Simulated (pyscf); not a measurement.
# Hydrogen abstraction: F–GeH₂–GeH₂• (SMILES [F][GeH2][GeH2]) + H₂ (SMILES [H][H]) → F–GeH₂–GeH₃ (SMILES [F][GeH2][GeH3]) + H• (SMILES [H])

Gas phase, doublet surface, charge 0. Bonds broken: H3–H6. Bonds formed: Ge2–H6. Single points on ωB97X-D3(BJ)/def2-SVP structures (PySCF, gas phase).

Transition state (Å):

```xyz
9

Ge    -0.8662     0.9705    -0.9279
Ge    -0.4139    -0.6704     0.7679
H      2.0701     0.0354     2.2505
H     -2.2406     0.8126    -1.5969
H      0.2455     1.0819    -1.9821
H      0.9101    -0.2715     1.5356
H     -0.2130    -2.0531     0.1261
H     -1.5718    -0.7386     1.7729
F     -0.9057     2.5148    -0.0990
```

One imaginary mode, 729i cm⁻¹; descent along it reached the two sides named.

```tsv
bond	change	reactant side (Å)	saddle	product side
H3–H6	breaks	0.761	1.397	3.6
Ge2–H6	forms	3.4	1.582	1.534
```

Electronic energies relative to the separated reactants (kJ/mol):

| level | barrier | reaction energy | reverse barrier |
|---|---|---|---|
| ωB97X-D3(BJ)/def2-TZVP | 95.7 | +83.5 | 12.3 |
| PBE/def2-TZVP | 87.6 | +90.2 | -2.6 |
| r²SCAN/def2-TZVP | 88.4 | +97.5 | -9.0 |
| B3LYP-D3(BJ)/def2-TZVP | 95.0 | +99.9 | -4.9 |
| PBE0-D3(BJ)/def2-TZVP | 87.3 | +85.1 | 2.2 |
| M06-2X/def2-TZVP | 122.2 | +108.8 | 13.5 |
| ωB97M-D3(BJ)/def2-TZVP | 103.8 | +91.6 | 12.2 |
| HF/def2-TZVP | 104.5 | +69.5 | 35.0 |

With ωB97M-D3(BJ)/def2-TZVP energies and thermal terms (ideal gas, 1 atm, RRHO with modes under 100 cm⁻¹ raised to 100, one conformer, R ln 2 for chiral ones without a mode under 150 cm⁻¹), in kJ/mol:

| T (K) | ΔH‡ | ΔG‡ | ΔH | ΔG |
|---|---|---|---|---|
| 298 | 95.0 | 127.1 | +87.3 | +93.0 |
| 600 | 94.0 | 160.3 | +87.5 | +98.9 |
| 900 | 95.2 | 193.2 | +89.5 | +104.3 |
| 1200 | 97.2 | 225.6 | +92.3 | +108.8 |

At PBE, r²SCAN, B3LYP-D3(BJ) this geometry lies under the product side: in single points on another level's saddle the reverse barrier vanishes, and the forward threshold there is about the reaction energy. This is the saddle that the search found; another between the same sides may lie lower. The angle at the transferred H is 178°. Elements up to Kr have no core potential and no relativistic terms here.
